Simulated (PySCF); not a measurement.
Run record: geometry optimisation, cyanoformaldehyde, `N#CC=O`.

Computed with PBE0/6-31+G* geometry optimisation, gas phase (PySCF 2.14.0). Start geometry: GFN2-xTB. A driver script takes a list of jobs; this job's settings line and coordinates (Å) are shown.

Input:
```
{"job": {"xc": "PBE0", "basis": "6-31+G*", "grid": 1, "kind": "geom"}, "charge": 0, "multiplicity": 1}
N      1.906751    -0.228252     0.569803
C      0.819149    -0.068477     0.251820
C     -0.557180     0.080282    -0.167948
O     -1.195267     1.089680    -0.104060
H     -0.964831    -0.870381    -0.566801
```

Task: Give the output.

Result: 
```
step   0  E = -206.50316294  max force = 0.038622
step   1  E = -206.50453818  max force = 0.007680
step   2  E = -206.50436376  max force = 0.006010
step   3  E = -206.50457520  max force = 0.002655
step   4  E = -206.50460455  max force = 0.000768
step   5  E = -206.50459246  max force = 0.002054
step   6  E = -206.50460530  max force = 0.000761
step   7  E = -206.50460760  max force = 0.000170
optimisation converged
```

Energies in Eh; «max force» is the largest Cartesian gradient component in Eh/bohr.

Task: How much energy does the optimisation release, in eV?

Result: E(step 0) − E(last step) = 0.001445 Eh, which is 0.039 eV.

Task: Give the first gradient maximum in eV/Å.

Result: With 1 Eh/bohr = 51.422 eV/Å, 1.986 eV/Å.

Main results: final energy -206.50461 Eh after 7 steps; dipole 2.50 D.

Task: Give the final coordinates.

Result: 0.031 Å rms from the input after alignment:
```
atom  x, y, z in Å
N1     1.9003   -0.1988    0.5732
C2     0.7947   -0.0520    0.2538
C3    -0.6061    0.0878   -0.1630
O4    -1.2104    1.1231   -0.0511
H5    -1.0531   -0.8287   -0.5833
```

Task: Estimate the wall time. Hardware: an Arm Neoverse V1 with one thread, no GPU (shared host). And the peak memory of the process?

Result: About 8.1 s, with 0.33 GiB resident at the peak, the Python interpreter and its libraries included.
Labels such as C1 count atoms from 1, the log's own numbers from 0.
